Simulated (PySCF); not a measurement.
Isomers of C6H9 (doublet state), one GFN2-xTB conformer each. Single-point energies are computed at B3LYP/pcH-1 (PySCF, gas phase, no added dispersion term), electronic only. GFN2-xTB treats the open shell by occupation alone, and not every SCF solution was tested for stability.

| SMILES | GFN2-xTB relative energy (kJ/mol) |
| --- | --- |
| C[C@@H]1[C]=C[C@H]1C | 144.5 |
| C=[C]CC(=C)C | 146.0 |
| [CH]1CC=CCC1 | 0.0 |
| [H]/[C]=C\C1(C)CC1 | 151.2 |
| [CH2][C@@H]1C=C[C@H]1C | 113.5 |
| CC#C[C](C)C | 42.9 |

Conformers: `[CH2:1]=[C:2][CH2:3][C:4](=[CH2:5])[CH3:6]` (doublet state) with C1–C2–C3–C4 -5°, C2–C3–C4–C5 97°; `[CH:1]1[CH2:2][CH:3]=[CH:4][CH2:5][CH2:6]1` (doublet state) with C6–C1–C2–C3 25°, C1–C2–C3–C4 3°, C3–C4–C5–C6 -25°, C4–C5–C6–C1 49°; `[H]/[C:1]=[CH:2]\[C:3]1([CH3:4])[CH2:5][CH2:6]1` (doublet state) with C1–C2–C3–C4 180°; `[CH2:1][C@@H:2]1[CH:3]=[CH:4][C@H:5]1[CH3:6]` (doublet state) with H–C1–C2–C3 40° and -142°.

Problem. What does B3LYP/pcH-1 give for the same structures?

Solution. 
```
                SMILES  B3LYP/pcH-1 E (Eh)  B3LYP/pcH-1 (kJ/mol)  GFN2-xTB (kJ/mol)  point group
          [CH]1CC=CCC1          -234.00328                   0.0                0.0            –
           CC#C[C](C)C          -233.99012                  34.6               42.9      near Cs
          C=[C]CC(=C)C          -233.96089                 111.3              146.0           C1
[CH2][C@@H]1C=C[C@H]1C          -233.95731                 120.7              113.5            –
  C[C@@H]1[C]=C[C@H]1C          -233.94150                 162.2              144.5            –
    [H]/[C]=C\C1(C)CC1          -233.94066                 164.4              151.2           Cs
```

Both levels put the same isomer lowest; measured from each level's own lowest isomer, the values differ by up to 34.7 kJ/mol (C=[C]CC(=C)C: 146.0 against 111.3). As drawn, the highest has a three-membered ring and a quaternary carbon, which the lowest lacks. Neighbours under 21 kJ/mol apart (C=[C]CC(=C)C and [CH2][C@@H]1C=C[C@H]1C; C[C@@H]1[C]=C[C@H]1C and [H]/[C]=C\C1(C)CC1) can change places with a better method, another conformer or zero-point energy.
